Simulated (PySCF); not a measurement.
Molecule: `CC#P`, C$_{2}$H$_{3}$P.

Geometry (Å), atoms numbered from 1 in this order:
```xyz
6

C    -0.6222   -0.0729    0.0118
C     0.8306   -0.0498   -0.0025
P     2.3775   -0.0222   -0.0227
H    -1.0182   -0.5768   -0.8850
H    -1.0010   -0.6102    0.8967
H    -1.0336    0.9497    0.0352
```

Geometry PBE0-D3(BJ)/def2-SVP throughout; GIAO in PySCF 2.14.0 with density-fitted response routines, gas phase, one conformer, non-relativistic; equivalent atoms averaged; basis pcSseg-2.

For orientation, mPW1PW91 gives these absolute shieldings σ: C2 -1.9, C1 167.3, P3 343.0, H4/H5/H6 29.07 ppm.

A run gave: C2 -0.9, C1 163.1, P3 349.0, H4/H5/H6 28.86 ppm (absolute shieldings σ).

Problem. Which functional was used in that run?
A. B3LYP
B. B97-D
C. KT2
D. PBE
E. KT3

Solution. D. C2 tells them apart best: PBE gives -0.9, B3LYP gives -6.2, KT2 gives 10.9, B97-D gives 4.9, KT3 gives 12.4 ppm.
